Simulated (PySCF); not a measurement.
Gas-phase XPS of `FS(F)(F)F`, computed

Species: SF4.
Structure used (PBE0-D3(BJ)/def2-TZVP), in Å, numbered top down from 1:
```
atom  x, y, z in Å
F1     0.4303   -1.0642    0.6595
S2     0.0609   -0.0317   -0.4406
F3    -0.5520    1.1132    0.4116
F4     1.5355    0.6622   -0.1889
F5    -1.4401   -0.7135   -0.4816
```

Method used: delta-SCF UKS SCAN, pcX-3 on the ionised atom, pcseg-2 elsewhere, spin-free X2C (PySCF). Vertical ΔSCF values, vacuum level as zero.

Problem. Give the core binding energies atom by atom.

Solution. 
```csv
atom(s),environment,level,binding energy (eV),above the level's lowest (eV),count
F1/F3,sulfur-bound fluorine,F 1s,695.04,+2.27,2
S2,sulfur bonded to 4 F,S 1s,2486.23,0.00,1
F4/F5,sulfur-bound fluorine,F 1s,692.77,0.00,2
```

Lowest listed F 1s: F4/F5, bonded to S. Highest, 2.27 eV above it: F1/F3, bonded to S.

Problem. Which effective nuclear charge Zeff reproduces each element's mean 1s value in the hydrogen-like formula E = 13.606 eV × Zeff²?

Solution. F (Z = 9): mean 693.9 eV, Zeff = 7.14, Z − Zeff = 1.86; S (Z = 16): mean 2486.2 eV, Zeff = 13.52, Z − Zeff = 2.48. Means run over the listed sites, weighted by atom count.

The first atom of each set that the bonding makes equivalent was ionised and stands for the set. Not every level is listed. Geometry: PBE0-D3(BJ)/def2-TZVP; no solvent, vibrations or thermal averaging.

Time: 2.4 min wall, 2.7 min CPU; peak memory 0.86 GiB. Hardware: 2 threads of an Intel Xeon at 2.50 GHz, shared host with 64 logical CPUs at a one-minute load of 58.
